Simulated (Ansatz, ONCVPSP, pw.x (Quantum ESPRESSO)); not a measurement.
**pw.x on bcc Mo: one setting changed**

Potential: optimised norm-conserving Vanderbilt (ONCV), ONCVPSP 4.0.1.1 (patched build), PBE; core [Ar] 3d10, reference 4s2 4p6 4d5 5s1; waves: 4s+5s: rc 1.70 bohr, ncon 5, nbas 9, qcut 7.3 1/bohr, 2 projectors; 4p: rc 1.50 bohr, ncon 3, nbas 6, qcut 7.2 1/bohr, 1 projector; 4d: rc 2.20 bohr, ncon 4, nbas 9, qcut 7.2 1/bohr, 1 projector; local part: polynomial inside 1.25 bohr (lpopt 1, dvloc0 0 Ha); core correction: Teter function, fcfact 2.5, rcfact 1.45.

The reference run (k-mesh 15³, cutoffs 60/240 Ry, Fermi–Dirac 0.01 Ry, mixing_beta 0.4, conv_thr 1e-9, no spin) gives -0.71 GPa at 15.802 Å³/atom, where all-electron LAPW gives -0.00 GPa. This run, with its own iteration cap, changes smearing to gauss.

```
&control
  calculation='scf', prefix='x', pseudo_dir='./', outdir='./tmp', tstress=.true., disk_io='none'
/
&system
  ibrav=0, nat=1, ntyp=1, ecutwfc=60, ecutrho=240, nbnd=15,
  occupations='smearing', smearing='gauss', degauss=0.01
/
&electrons
  conv_thr=1e-09, mixing_beta=0.4, electron_maxstep=60
/
ATOMIC_SPECIES
Mo 1.0 Mo.UPF
CELL_PARAMETERS angstrom
  -1.58082582 1.58082582 1.58082582
  1.58082582 -1.58082582 1.58082582
  1.58082582 1.58082582 -1.58082582
ATOMIC_POSITIONS crystal
Mo 0.0000 0.0000 0.0000
K_POINTS automatic
15 15 15 0 0 0
```

```bash
pw.x < Mo.scf.in > Mo.scf.out
```

**Question.** How does the run end?

**Answer.** It converges in 9 iterations; the free energy moves by +16.7 meV/atom and the pressure by -0.10 GPa. Gaussian smearing of the same width is narrower in effect than Fermi–Dirac, so its quadratic term in F is smaller.

```
Message from routine setup:
     using ibrav=0 with symmetry is DISCOURAGED, use correct ibrav instead
     lattice parameter (alat)  =       5.1742  a.u.
     unit-cell volume          =     106.6372 (a.u.)^3
     number of electrons       =        14.00
     number of Kohn-Sham states=           15
     kinetic-energy cutoff     =      60.0000  Ry
     charge density cutoff     =     240.0000  Ry
     scf convergence threshold =      1.0E-09
     Exchange-correlation= PBE
     number of k points=   120  Gaussian smearing, width (Ry)=  0.0100
     iteration #  1     ecut=    60.00 Ry     beta= 0.40
     total energy              =    -141.09469718 Ry
     estimated scf accuracy    <       0.12940741 Ry
     iteration #  2     ecut=    60.00 Ry     beta= 0.40
     total energy              =    -141.10220097 Ry
     estimated scf accuracy    <       0.01298451 Ry
     iteration #  3     ecut=    60.00 Ry     beta= 0.40
     total energy              =    -141.10353881 Ry
     estimated scf accuracy    <       0.00119731 Ry
     iteration #  4     ecut=    60.00 Ry     beta= 0.40
     total energy              =    -141.10359124 Ry
     estimated scf accuracy    <       0.00003599 Ry
     iteration #  5     ecut=    60.00 Ry     beta= 0.40
     total energy              =    -141.10359217 Ry
     estimated scf accuracy    <       0.00000394 Ry
     iteration #  6     ecut=    60.00 Ry     beta= 0.40
     total energy              =    -141.10359307 Ry
     estimated scf accuracy    <       0.00000071 Ry
     iteration #  7     ecut=    60.00 Ry     beta= 0.40
     total energy              =    -141.10359310 Ry
     estimated scf accuracy    <       0.00000004 Ry
     iteration #  8     ecut=    60.00 Ry     beta= 0.40
     total energy              =    -141.10359311 Ry
     estimated scf accuracy    <          1.7E-09 Ry
     iteration #  9     ecut=    60.00 Ry     beta= 0.40
     the Fermi energy is    21.0300 ev
!    total energy              =    -141.10359311 Ry
     estimated scf accuracy    <          9.6E-11 Ry
     smearing contrib. (-TS)   =      -0.00042509 Ry
     The total energy is F=E-TS. E is the sum of the following terms:
     one-electron contribution =     -18.43314617 Ry
     hartree contribution      =      17.98449958 Ry
     xc contribution           =     -21.26860332 Ry
     ewald contribution        =    -119.38591810 Ry
     convergence has been achieved in   9 iterations
          total   stress  (Ry/bohr**3)                   (kbar)     P=       -8.06
     Message from routine punch:
     Nothing written, as per user request (disk_io='none')
```

The run took about 13 s on one core of a shared host (Neoverse-V2, 96 threads, 742 GiB, load 32).
